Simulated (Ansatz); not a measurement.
Z-matrix (Å, degrees):
```
C
C 1 1.519
H 1 1.094 2 111.1
H 1 1.092 2 111.7 3 120.2
H 1 1.094 2 111.1 3 -119.5
C 2 1.521 1 113.0 3 59.8
H 2 1.096 1 109.7 3 -178.1
H 2 1.096 1 109.7 3 -62.2
C 6 1.520 2 112.5 1 -180.0
H 6 1.096 2 108.8 1 57.7
H 6 1.096 2 108.8 1 -57.6
C 9 1.535 6 117.0 2 179.9
H 9 1.098 6 108.7 2 -57.4
H 9 1.098 6 108.7 2 57.3
C 12 1.527 9 110.8 6 -61.0
C 12 1.527 9 110.8 6 60.8
C 12 1.527 9 107.9 6 179.9
H 15 1.094 12 110.6 9 -175.6
H 15 1.092 12 111.8 9 64.7
H 15 1.094 12 111.0 9 -56.0
H 16 1.092 12 111.8 9 -64.8
H 16 1.094 12 110.6 9 175.5
H 16 1.094 12 111.0 9 55.9
H 17 1.094 12 111.0 9 -60.0
H 17 1.094 12 111.0 9 179.9
H 17 1.094 12 111.0 9 59.9
```

Charge 0, multiplicity 1.

(1) List the ωB97M-V/def2-TZVPP orbital energies in eV (Ansatz). (Best estimate.)

Results:

(1) The calculation gave: Occupied: -281.58, -281.15, -281.07, -281.06, -280.96, -280.91, -280.91, -280.90, -25.99, -24.74, -22.73, -21.82, -21.82, -20.37, -18.85, -17.41, -15.89, -15.33, -14.98, -14.96, -14.11, -13.97, -13.33, -13.03, -12.88, -12.48, -12.12, -12.05, -11.83, -11.41, -11.12, -11.03, -10.76. Lowest empty: 2.44, 2.93, 3.41, 3.57, 3.91, 4.07, 4.13, 4.48.
